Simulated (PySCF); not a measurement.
C₂H, charge +1, multiplicity 1. Atoms are numbered in the order given.

```xyz
3

C     -0.0454    -0.7869     0.0000
C      0.1058     0.5330     0.0000
H     -0.3628     1.5237     0.0000
```
Charge +1, spin multiplicity 1.

Coordinates come from a PBE0-D3(BJ)/def2-TZVPD optimisation. The spin state was assumed, not searched. The isomer is the one that the SMILES or the coordinates give; other isomers of the formula were not compared.

Calculation: M06-2X/def2-TZVPD in PySCF.

ESP charges are fitted to the potential on shells at 1.4 to 2.0 van der Waals radii. Atomic charges (e):

```tsv
atom	ESP fit	meta-Löwdin
C1	0.22	0.41
C2	0.60	0.29
H3	0.18	0.29
```
